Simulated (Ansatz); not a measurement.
H3Si–NH2, singlet: the ladder up to RCCSDT(Q)

Geometry: a PBE0/def2-TZVP stationary point for this spin, not checked as a minimum.

```yaml
atoms:
  - { symbol: Si, position_ang: [-0.0113, 0.0000, 0.5726] }
  - { symbol: N, position_ang: [0.0538, 0.0000, -1.1465] }
  - { symbol: H, position_ang: [0.6843, -1.2207, 1.0558] }
  - { symbol: H, position_ang: [0.6843, 1.2207, 1.0558] }
  - { symbol: H, position_ang: [-1.3785, 0.0000, 1.1752] }
  - { symbol: H, position_ang: [-0.2111, -0.8283, -1.6548] }
  - { symbol: H, position_ang: [-0.2111, 0.8283, -1.6548] }
```

Basis cc-pVTZ; Ansatz 0.2.0. Only valence electrons are correlated (noble-gas cores frozen), which leaves 14 electrons in 128 orbitals. R marks a restricted (for open shells ROHF) determinant.

Full CI isn't at hand for all of this; RCCSDT(Q) serves as the reference, and is uncertain by about the last step of the cluster series.

- UHF ⟨S²⟩: 0.000
- T1 diagnostic (RCCSD): 0.0094
- largest doubles amplitude (RCCSD): 0.029

```json
{"level": "RHF", "E − E(RCCSDT(Q)) (mEh)": "396.54", "share of correlation (%)": "0.00", "wall time": "–"}
{"level": "RMP2", "E − E(RCCSDT(Q)) (mEh)": "44.33", "share of correlation (%)": "88.82", "wall time": "–"}
{"level": "RCCSD", "E − E(RCCSDT(Q)) (mEh)": "13.43", "share of correlation (%)": "96.61", "wall time": "–"}
{"level": "RCCSD(T)", "E − E(RCCSDT(Q)) (mEh)": "1.17", "share of correlation (%)": "99.70", "wall time": "20 s (H100)"}
{"level": "BCCD(T)", "E − E(RCCSDT(Q)) (mEh)": "1.11", "share of correlation (%)": "99.72", "wall time": "17 s (H100)"}
{"level": "RCCSDT", "E − E(RCCSDT(Q)) (mEh)": "0.51", "share of correlation (%)": "99.87", "wall time": "–"}
```

The correlation energy at RCCSDT(Q), counted from RHF, is -10.791 eV. That run took 56 s on 2 threads of AMD EPYC 7R13 with a shared H100 80 GB, shared host.

Times hold each run's SCF and search for its determinant on a shared host, so for small cases they say little of a method's own cost.

Atomization energy (electronic, same basis, no zero-point term; atoms at the same level, unrestricted beside the R rows where the molecule is a closed shell, with restricted open-shell steps beyond CCSDT(Q)) at RCCSDT(Q): 2093.2 kJ/mol. Errors of other levels:

```csv
level,error (kJ/mol)
RHF,-537.4
RMP2,-11.7
RCCSD,-19.8
RCCSD(T),0.0
BCCD(T),0.6
RCCSDT,-1.1
```

This basis is far from its limit, so the value isn't to be set against a measured one.
